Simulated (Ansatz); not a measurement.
# CH5Si2: the cost of one run

Program: Ansatz 0.2.0. Level of theory: RKS PBE0/def2-SVP. These are calculated values, not measurements.

### 1 The starting structure

Bond lengths: Si1–C2 1.801 Å, C2–Si3 1.813 Å, Si1–H4 1.570 Å, C2–H5 1.096 Å, Si3–H6 1.510 Å, Si3–H7 1.501 Å, Si3–H8 1.514 Å. Angles: Si1–C2–Si3 122.1°, Si1–C2–H5 121.6°, Si3–C2–H5 116.3°, C2–Si1–H4 102.4°, C2–Si3–H6 117.2°, C2–Si3–H7 113.4°, C2–Si3–H8 118.1°, H6–Si3–H7 103.1°, H6–Si3–H8 100.3°, H7–Si3–H8 102.4°.

Coordinates:

```xyz
8

Si   -1.8587    0.6392   -0.7631
C    -0.1099    0.2212   -0.6523
Si    0.6387   -0.3913    0.8810
H    -2.0053    1.0777   -2.2635
H     0.5550    0.2991   -1.5204
H     0.5192    0.4846    2.1051
H     2.1179   -0.6228    0.7722
H     0.1431   -1.7076    1.4410
```

### 2 Relaxing the start

File input.yaml:

```yaml
crystal:
  periodic: [false, false, false]
  atoms:
    - { symbol: Si, position_ang: [-1.85872, 0.6392, -0.7631] }
    - { symbol: C, position_ang: [-0.10994, 0.22115, -0.65231] }
    - { symbol: Si, position_ang: [0.63872, -0.39135, 0.88098] }
    - { symbol: H, position_ang: [-2.00531, 1.07769, -2.26349] }
    - { symbol: H, position_ang: [0.55497, 0.29912, -1.5204] }
    - { symbol: H, position_ang: [0.51925, 0.4846, 2.10506] }
    - { symbol: H, position_ang: [2.1179, -0.62278, 0.77222] }
    - { symbol: H, position_ang: [0.14312, -1.70765, 1.44103] }
total_charge: -1
basis:
  gaussian: { orbitals: def2-SVP }
hamiltonian:
  xc: pbe0
relax:
  f_tol: 0.02
  max_steps: 40
scf:
  lower_state_search: "off"
output:
  orbitals: {}
```

Run with:

```
$ ansatz run input.yaml --threads 1 --pin off --max-ram 2048MiB --backend cpu --events-out ev --progress --plain --runs-dir out
```

What time and memory should one allow on 1 thread of Arm Neoverse V1, shared host?

About 23 s, with a peak of 0.12 GiB.
